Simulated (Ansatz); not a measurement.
# AlH3OSi (SMILES O=[SiH][AlH2]): a rigid scan of the bond length O1–Si2

An exercise on one series of results from a longer session: the logs are not shown, and one member is left open.

Program: Ansatz 0.2.0, Gaussian basis. Level of theory: single points in def2-TZVPP. These are calculated values, not measurements.

Levels: PBE-D4, r2SCAN-D4, PBE0-D4, B3LYP-D4, wB97M-V, Hartree-Fock, MP2, CCSD, CCSD(T). The scan takes 1.346, 1.399, 1.477, 1.568, 1.669, 1.777, 1.893, 2.014, 2.141 Å.

Correlated methods freeze the cores. B3LYP uses VWN-RPA correlation.

37 further runs of the same task are left out: 37 set aside as unsound or not needed.

### The starting structure

The minimum, relaxed at PBE0-D4: SMILES `O=[SiH][AlH2]`, 6 atoms, charge 0, spin multiplicity 1.

Atoms are counted from 1 here; the program's logs count them from 0.

Bond lengths: O1–Si2 1.529 Å, Si2–Al3 2.462 Å, Si2–H4 1.503 Å, Al3–H5 1.583 Å, Al3–H6 1.583 Å. Angles: O1–Si2–Al3 112.5°, O1–Si2–H4 121.2°, Al3–Si2–H4 126.3°, Si2–Al3–H5 118.9°, Si2–Al3–H6 118.9°, H5–Al3–H6 122.0°.

Geometry (Å):

```xyz
6

O     0.4737   -2.0165    0.9416
Si   -0.3504   -1.1896   -0.0461
Al    0.2721    1.1921   -0.0292
H    -1.4083   -1.8278   -0.9024
H     1.4468    1.6825   -0.9702
H    -0.4338    2.1593    1.0063
```

Energies of the minimum (eV), from earlier single points: PBE-D4 -16561.11407, r2SCAN-D4 -16568.46025, PBE0-D4 -16562.27588, B3LYP-D4 -16572.48928, wB97M-V -16569.17084, CCSD(T) -16543.39699.

At the minimum the bond length O1–Si2 is 1.529 Å.

Set-up of the first run:

File ccsdt-tzvpp/in.yaml:

```yaml
crystal:
  periodic: [false, false, false]
  atoms:
    - {symbol: O, position_ang: [0.473679, -2.016522, 0.941619]}
    - {symbol: Si, position_ang: [-0.251712, -1.288696, 0.072256]}
    - {symbol: Al, position_ang: [0.370830, 1.093031, 0.089129]}
    - {symbol: H, position_ang: [-1.309553, -1.926830, -0.784045]}
    - {symbol: H, position_ang: [1.545534, 1.583441, -0.851898]}
    - {symbol: H, position_ang: [-0.335105, 2.060246, 1.124584]}
basis:
  gaussian: {orbitals: def2-TZVPP}
correlation: {method: ccsd_t}
```

The command line of these runs was not kept.

Steps of the session up to this table: O1–Si2 = 1.346 Å; O1–Si2 = 1.399 Å; O1–Si2 = 1.477 Å; O1–Si2 = 1.568 Å; O1–Si2 = 1.669 Å; O1–Si2 = 1.777 Å; O1–Si2 = 1.893 Å; O1–Si2 = 2.014 Å; O1–Si2 = 2.141 Å.

One of the session's tables, all rows but one given; the rest of the session is left out.

It belongs to the step «The curves». Energies less that of the minimum at the same level (kcal/mol):

```
bond length (Å)  PBE-D4  PBE0-D4  B3LYP-D4  wB97M-V  Hartree-Fock
          1.346    34.4     29.9      30.7     29.9          23.3
          1.399    16.8     13.5      14.1     13.5           8.6
          1.477       ?        ?         ?        ?             ?
1.529 (minimum)     0.0      0.0       0.0      0.0           0.0
          1.568    -0.1      0.9       0.7      1.0           2.5
          1.669     6.0      9.6       8.8      9.9          15.4
          1.777    18.7     24.9      23.5     25.8          35.3
          1.893    35.7     44.6      42.4     46.1          59.4
          2.014    54.3     65.9      62.9     68.4          84.2
          2.141    73.4     87.5      83.6     91.1         106.7
```

Estimate the missing values for bond length (Å) = 1.477.

**Answer.** PBE-D4: 3.2; PBE0-D4: 1.8; B3LYP-D4: 2.1; wB97M-V: 1.8; Hartree-Fock: -0.2.
